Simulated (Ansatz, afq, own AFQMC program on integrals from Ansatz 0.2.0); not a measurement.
# AlGeH2, quartet in cc-pVDZ, levels against CCSDT(Q)

```tsv
atom	x (Å)	y (Å)	z (Å)
Ge	0.0000	-0.0205	0.7311
Al	0.0000	0.0973	-1.8573
H	0.0000	1.2348	-0.4379
H	0.0000	-2.3600	-2.5309
```

Connectivity, by distances: Ge–Al ··· H, 1 bridging H.

Basis cc-pVDZ. Only valence electrons are correlated. AFQMC by an in-house program on the Cholesky factors that Ansatz 0.2.0 writes for its CCSD(T) run. The CISD trial takes its coefficients from CCSD amplitudes. Released means that phaseless walkers are propagated on without the constraint, phases kept. ± is one standard error of the sampling. No spin–orbit coupling.

Determinant: UHF, the one that the program's search chose, which needn't be the lowest solution. The geometry is a point of a scan.

No full CI on the walks' own integrals is used here; CCSDT(Q) serves as the reference and is uncertain by about the last step of the cluster series.

Cautions: no relativity below Rb; no spin-orbit coupling; inner d shell frozen; lower spins were not checked; unrestricted determinant spin contaminated (⟨S²⟩ 3.89 against 3.75).

```
T1 diagnostic                               : 0.0372
weight of the determinant in the CISD state : 0.848
⟨S²⟩ of the determinant                     : 3.886
size of the correlated space                : 9 electrons in 36 orbitals
```

Reference: CCSDT(Q), correlation energy -4.198 eV. The released energy is read at 2.40 1/Eh (meV from the phaseless value at times in 1/Eh: -6 ± 15 at 0.24, -2 ± 14 at 0.51, 0 ± 11 at 0.99, -16 ± 12 at 1.62, -22 ± 16 at 2.40).

```csv
level,E − E(reference) (kcal/mol),share of correlation (%)
HF,96.81,0.00
MP2,27.44,71.66
CCSD,4.87,94.97
CCSD(T),1.28,98.68
CCSDT,0.24,99.75
ph-AFQMC/HF,0.35 ± 0.78,99.64
ph-AFQMC/CISD,0.51 ± 0.26,99.47
released AFQMC,0.01 ± 0.37,99.99
```

A walk keeps the symmetry of its determinant, which the program's search chose and which needn't be the lowest solution, so a lower state of the same spin and another symmetry isn't excluded. Released energies are given only where the last usable release times agree within the noise; a slower fall can still hide under it.
